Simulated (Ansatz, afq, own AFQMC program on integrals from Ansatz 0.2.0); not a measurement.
Two steps: Ansatz 0.2.0 writes the Fock matrix and Cholesky factors of the valence space, and afq projects on them the lowest state that overlaps trial and start.

```yaml
crystal:
  periodic: [false, false, false]
  atoms:
    - {symbol: Ga, position_ang: [0.000000, 0.000000, 0.000000]}
basis:
  gaussian: {orbitals: aug-cc-pVTZ}
total_charge: -1
magnetization: {spin_polarized: false}
correlation: {method: ccsd_t, electrons: outside_noble_gas, hamiltonian_folder: ham}
```

```sh
$ ansatz run in.yaml --threads 1 --pin off --events-out ev --progress --plain --max-ram 24576MiB --backend cuda --devices 0, --max-vram 18GiB
```

Options of the walk:

```
--method phaseless --trial hf --walkers 4000 --populations 20 --least-time 40 --time-step 0.005 --steps-per-block 20 --equilibration-blocks 112 --max-blocks 4000 --target-error 0.0006000 --factor-cut 1e-05 --seed 4530 --taylor-order 6
```

Times are imaginary, in 1/Eh. The walk had a cap of 49 s. With eight or more populations the least sampling time is a fifth of least-time, and the error comes from their spread. Filled inner d shells are frozen with the cores.

Log:

```
orbitals 45  electrons 2 2  factors 316 of 381
reference energy -1923.22604302 Eh
CCSD correlation -0.07626772 Eh in 12 cycles, weight of the determinant in the CISD state 0.8269
energy of the start -1923.226043 Eh
 block  time / (1/Eh)  mean weight  energy / Eh
     1     0.100  1.0002  -1923.232623
     2     0.200  1.0002  -1923.238417
     3     0.300  1.0003  -1923.243417
     4     0.400  1.0002  -1923.247694
     5     0.500  1.0002  -1923.251698
     7     0.700  1.0001  -1923.258978
     9     0.900  1.0001  -1923.264492
    13     1.300  1.0001  -1923.272812
    25     2.500  1.0000  -1923.287517
    37     3.700  1.0000  -1923.293938
    49     4.900  1.0000  -1923.298016
    61     6.100  1.0001  -1923.301122
    73     7.300  1.0002  -1923.302349
    85     8.500  0.9998  -1923.302025
    97     9.700  1.0000  -1923.304040
   109    10.900  1.0001  -1923.302416
   121    12.100  1.0000  -1923.302547
   133    13.300  0.9999  -1923.304722
   145    14.500  1.0000  -1923.302667
   157    15.700  1.0001  -1923.303508
   169    16.900  1.0001  -1923.302601
   181    18.100  0.9999  -1923.304773
   193    19.300  1.0000  -1923.303277
   205    20.500  1.0000  -1923.301521
   211    21.100  1.0001  -1923.305464
   217    21.700  1.0000  -1923.301364
   229    22.900  1.0002  -1923.302142
   241    24.100  0.9999  -1923.300504
error from the spread of 20 populations
energy -1923.303156 +/- 0.000592 Eh
(rows thinned)
```

The run passed its tests (sampling time, drift between the halves within three errors, error under three times the target), which doesn't prove that it has relaxed.

Against this walk (error 16.1 meV) on the same determinant: CCSD(T) 72.3 meV lower, CCSDT(Q) 143.3 meV lower, full CI 153.5 meV lower, a separate phaseless walk with a CISD trial and standard settings 62.9 ± 16.2 meV lower. The error is statistical and leaves out the bias of the constraint. Full CI is exact here, so the walk's 153 meV above it is the walk's own error: the bias of the constraint with this trial. The determinant is a poor start (see the cautions), so the low cluster orders aren't to be relied on, and full CI is the sure value.

Cautions: constraint bias not in the error; no relativity below Rb; no spin-orbit coupling; inner d shell frozen; another spin lies lower (by 380 meV); at this level and basis the anion state lies above a neutral one; restricted determinant unstable towards unrestricted (UHF 737 meV lower, ⟨S²⟩ 1.03); strong correlation (T1 0.025, weight of the determinant 0.83, largest double 0.12); the determinant fills the p orbitals unequally in pairs, so it mixes two states of the atom (¹D and ¹S), and each level undoes that mixture to a different degree, while full CI gives the lower state; CCSDT(Q) on the UHF determinant differs (382 meV lower), perhaps since the unrestricted series falls towards higher spin.

The walk took 12 s on 1 × NVIDIA H100 80GB HBM3 with 2 threads of AMD EPYC 7R13 Processor (Zen 3) (shared host) (the card was shared). The log's last line is the phaseless energy.

CCSDT and higher add their correlation energy to the determinant of the CCSD(T) run, since their own runs factorise the integrals more tightly (a shift of under 2 meV).
